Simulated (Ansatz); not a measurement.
Turn this script for the Python package of Ansatz (0.2.0) into the input file that the command-line program reads.

The script, `opt.py`:
```python
"""Minimum-energy structure of CH4BN(-)."""

import ansatz
import numpy as np

system = (
    ansatz.Crystal.molecule()
    .atom("B", (1.1511, 0.3384, -0.0722))
    .atom("C", (-0.2957, -0.2064, 0.2106))
    .atom("N", (-1.2911, 0.6011, 0.227))
    .atom("H", (1.1898, 0.8341, -1.1552))
    .atom("H", (1.9361, -0.5564, -0.0199))
    .atom("H", (-0.4469, -1.2657, 0.3961))
    .atom("H", (-2.2433, 0.2549, 0.4135))
)

calc = (
    system.calculation()
    .basis(gaussian="cc-pVDZ")
    .functional("CAM-B3LYP")
    .charge(-1)
    .spin("collinear", total=1)
)
symbols = [site.symbol for site in system.cartesian_sites]
start = np.array([site.position_ang for site in system.cartesian_sites], dtype=float)
def progress(event):
    if event["event"] == "relax_step":
        row = event["data"]
        print(f"step {row['step']:3d}  E = {row['lagrangian_ev']:.6f} eV  largest force component {row['allowed_force_max_ev_ang']:.4f} eV/A")


summary = calc.relax(force_tolerance=0.005, max_steps=100).session().plan().execute(on_event=progress).report
end = np.array(summary["positions_ang"])

print("reference energy %16.6f eV" % summary["reference_energy_ev"])
print("total energy     %16.6f eV" % summary["free_energy_ev"])
print("occupied orbitals outside the frozen core (up, down):", summary["n_occupied"], " frozen:", summary["n_frozen"], " virtual:", summary["n_virtual"])

print("final positions (A) and the move of each atom")
for symbol, xyz, old in zip(symbols, end, start):
    print(f"{symbol:2s} {xyz[0]:10.5f} {xyz[1]:10.5f} {xyz[2]:10.5f}   {np.linalg.norm(xyz - old):7.4f}")

charges = summary["charge_distribution"]
print("dipole moment", round(4.803205 * float(np.linalg.norm(charges["dipole_moment_e_ang"])), 3), "D")
print("Mulliken:", [(s, round(q, 3)) for s, q in zip(symbols, charges["mulliken_charges_e"])])
with open("ch4bn_opt.xyz", "w") as handle:
    handle.write(f"{len(symbols)}\nrelaxed CH4BN(-)\n")
    handle.writelines(f"{s:2s} {x:11.6f} {y:11.6f} {z:11.6f}\n" for s, (x, y, z) in zip(symbols, end))
```

```console
$ python opt.py
step   1  E = -3264.513108 eV  largest force component 1.7721 eV/A
step   2  E = -3265.050832 eV  largest force component 1.4601 eV/A
step   3  E = -3265.204239 eV  largest force component 1.4390 eV/A
step   4  E = -3265.329410 eV  largest force component 0.6414 eV/A
step   5  E = -3265.357304 eV  largest force component 1.2056 eV/A
step   6  E = -3265.379979 eV  largest force component 0.2016 eV/A
step   7  E = -3265.380630 eV  largest force component 0.0844 eV/A
step   8  E = -3265.380927 eV  largest force component 0.0057 eV/A
step   9  E = -3265.380929 eV  largest force component 0.0007 eV/A
reference energy     -3265.381036 eV
total energy         -3265.381036 eV
occupied orbitals outside the frozen core (up, down): [12, 11]  frozen: 0  virtual: [50, 51]
final positions (A) and the move of each atom
B     1.07162    0.11990   -0.32528    0.3437
C    -0.32788   -0.16970    0.17134    0.0626
N    -1.40316    0.60272    0.01580    0.2391
H     1.34452    1.14211   -0.94352    0.4045
H     1.97446   -0.68528   -0.11016    0.1619
H    -0.45769   -1.13570    0.72436    0.3532
H    -2.20187    0.12594    0.46735    0.1458
dipole moment 3.474 D
Mulliken: [('B', -0.295), ('C', 0.07), ('N', -0.295), ('H', -0.167), ('H', -0.185), ('H', -0.124), ('H', -0.004)]
```

`input.yaml`:
```yaml
crystal:
  periodic: [false, false, false]
  atoms:
    - { symbol: B, position_ang: [1.1511, 0.3384, -0.0722] }
    - { symbol: C, position_ang: [-0.2957, -0.2064, 0.2106] }
    - { symbol: "N", position_ang: [-1.2911, 0.6011, 0.227] }
    - { symbol: H, position_ang: [1.1898, 0.8341, -1.1552] }
    - { symbol: H, position_ang: [1.9361, -0.5564, -0.0199] }
    - { symbol: H, position_ang: [-0.4469, -1.2657, 0.3961] }
    - { symbol: H, position_ang: [-2.2433, 0.2549, 0.4135] }
basis:
  gaussian:
    orbitals: cc-pVDZ
hamiltonian:
  xc: cam_b3lyp
magnetization:
  spin_polarized: true
  initial_magnetization: 1.0
total_charge: -1.0
relax:
  f_tol: 0.005
  max_steps: 100
```

Reading the output:
- Total energies depend on the basis set; only differences at equal settings carry meaning.
- The end point is the stationary point reached from this start; no frequency run checks that it is a minimum, and the basis set is modest.
- The run takes the species as open-shell (spin multiplicity 2), which needn't be its ground state.
- An ion's dipole depends on the origin; the program takes it about the centre of nuclear charge.
- Anions want diffuse functions, which this basis lacks.
- Run time: 28 s on 1 thread of Arm Neoverse V1, on a shared host, peak memory 0.22 GiB.

(Lines on the test bed's own set-up are left out of the output.)
